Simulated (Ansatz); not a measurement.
Ansatz (a program for electronic structure) input (PBE/6-31G):

Ansatz 0.2 input:
```yaml
crystal:
  periodic: [false, false, false]
  atoms:
    - {symbol: C, position_ang: [-0.00000000, -0.00000000, -0.00000000]}
    - {symbol: H, position_ang: [0.00360111, 1.07859343, -0.02702022]}
    - {symbol: H, position_ang: [0.93257816, -0.54247981, 0.01097634]}
    - {symbol: H, position_ang: [-0.93617928, -0.53611362, 0.01604388]}
basis:
  gaussian:
    orbitals: 6-31G
hamiltonian:
  xc: {name: PBE}
magnetization: {spin_polarized: true, initial_magnetization: 1}
```

Output:

```
Functional definition: PBE
integrals: 0.00 GiB planned
223 factors; integrals over basis functions are off by at most 2.8e-4 eV
mean field: 0.06 GiB planned
mean field evaluation 1: about -1079.3366 eV, gradient 2.2e1 eV
mean field evaluation 2: about -1078.1314 eV, gradient 2.6e1 eV
mean field evaluation 4: about -1081.9870 eV, gradient 6.8e-2 eV
mean field evaluation 8: about -1081.9777 eV, gradient 7.9e-5 eV
mean field -1081.97766729 eV, -39.7619458821 hartree, gradient 2.9e-5 eV, S^2 0.753105; 0 other end points of the search recorded, 0 dependent functions left out
reference -1081.97768132 eV, -39.7619463977 hartree; 5, 4 occupied and 10, 11 virtual orbitals, 223 factors
Total energy: -1081.97768132 eV, -39.7619463977 hartree
```
